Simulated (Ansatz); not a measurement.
# AlH2− (singlet): wave-function methods side by side at scale of all distances = 1.000, 6-31++G**

One table from this session's results is given with a row withheld; the runs are named, their logs left out.

Computed with Ansatz 0.2.0, Gaussian basis. Level: 6-31++G**, core rule «outside noble gas», up to 5 orbitals frozen.

To be run: UHF; CCSD(T) on RHF; CCSD(T) on UHF; BCCD(T) on RHF; CISD; CCSDT(Q) on RHF; CCSDT(Q) on UHF; CCSDTQ on RHF; CASSCF and MRCISD+Q, 2 electrons in 2 orbitals; CASSCF and NEVPT2, 2 electrons in 2 orbitals; CASSCF and MRCISD+Q, 6 electrons in 6 orbitals; CASSCF and NEVPT2, 6 electrons in 6 orbitals; Full CI.

17 further runs of the same task are left out: 1 for a mislabelled method, 12 that didn't finish, 4 set aside as unsound or not needed.

## The system

The geometry derives from a PBE0/def2-TZVPD stationary point (not a proven minimum). All distances are scaled together.

3 atoms, charge -1, spin multiplicity 1.

Atoms are counted from 1 here; the program's logs count them from 0.

Bond lengths: Al1–H2 1.697 Å, Al1–H3 1.697 Å. Angles: H2–Al1–H3 93.2°.

Geometry (Å):

```tsv
atom	x (Å)	y (Å)	z (Å)
Al1	0.0000	-0.0810	0.0000
H2	0.0000	1.0848	-1.2329
H3	0.0000	1.0848	1.2329
```

The first run:

Contents of in.yaml:

```yaml
crystal:
  periodic: [false, false, false]
  atoms:
    - {symbol: Al, position_ang: [0.000000, -0.081048, 0.000000]}
    - {symbol: H, position_ang: [0.000000, 1.084792, -1.232881]}
    - {symbol: H, position_ang: [0.000000, 1.084792, 1.232880]}
basis:
  gaussian: {orbitals: "6-31++G**"}
total_charge: -1
magnetization: {spin_polarized: true, initial_magnetization: 0}
hamiltonian: {xc: hf}
output: {orbitals: {seedname: orbitals}}
```

Run with:

```console
> ansatz run in.yaml --threads 1 --pin off --events-out ev --progress --plain --max-ram 2393MiB
```

Among the steps run: UHF; CCSD(T) on RHF; CCSD(T) on UHF; BCCD(T) on RHF; CISD; CCSDT(Q) on RHF; CCSDT(Q) on UHF; CCSDTQ on RHF; CASSCF and MRCISD+Q, 2 electrons in 2 orbitals; CASSCF and NEVPT2, 2 electrons in 2 orbitals; CASSCF and MRCISD+Q, 6 electrons in 6 orbitals; CASSCF and NEVPT2, 6 electrons in 6 orbitals; Full CI.

One table of the session follows, with a row left open; its other results are not shown here.

```
          method  from FCI (meV)
             RHF               ?
             UHF         +2536.8
            RMP2          +674.9
            CISD          +178.0
           RCCSD           +66.5
        RCCSD(T)           +16.9
         BCCD(T)           +16.6
          RCCSDT            +2.4
       RCCSDT(Q)            +0.6
         RCCSDTQ             0.0
     CASSCF pair         +2228.1
     MRCISD pair          +135.3
   MRCISD+Q pair           -22.1
  CASSCF valence         +1497.2
  NEVPT2 valence          +538.7
  MRCISD valence           +83.5
MRCISD+Q valence           +24.9
             FCI               0
```

Q: Estimate the row for RHF from the others.

**Answer.** from FCI (meV): +2589.5. In the column «from FCI (meV)» it is the highest.

Not comparable, so not listed: CCSD(T) on UHF; CASSCF and NEVPT2, 2 electrons in 2 orbitals (they don't share determinant, frozen orbitals or solution with the rows shown, or repeat one).

Limits of these values: MRCISD+Q pair falls below full CI: the +Q correction isn't variational, and the cores differ from full CI's. Warnings in the runs' records: passed over end.
